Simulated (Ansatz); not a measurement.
A run of Ansatz (development build ahead of 0.2.0) on singlet HNO at this shape:

```xyz
3

N     0.0004    0.4374   -0.3870
H     0.0035    1.3105    0.2261
O     0.0044   -0.5300    0.3151
```

Its results:

```json
{
 "Converged": "yes",
 "Reference energy": "-129.84326 hartree",
 "Correlation energy": "-0.42974 hartree",
 "Total energy": "-130.27299 hartree",
 "Spin squared of the determinant": "0.000"
}
```

(1) Which input gives this output? Name the method, the orbitals and the basis set, and write the input.

Results:

(1) RHF-MP2 in def2-TZVP. An unrestricted run that stays on the closed shell gives the same numbers.

```yaml
crystal:
  periodic: [false, false, false]
  atoms:
    - { symbol: "N", position_ang: [0.00043, 0.43737, -0.38703] }
    - { symbol: H, position_ang: [0.00347, 1.31054, 0.22608] }
    - { symbol: O, position_ang: [0.00443, -0.52997, 0.31506] }
basis:
  gaussian: { orbitals: def2-TZVP }
hamiltonian:
  xc: hf
correlation:
  method: mp2
  frozen_orbitals: { H: 0, "N": 1, O: 1 }
```
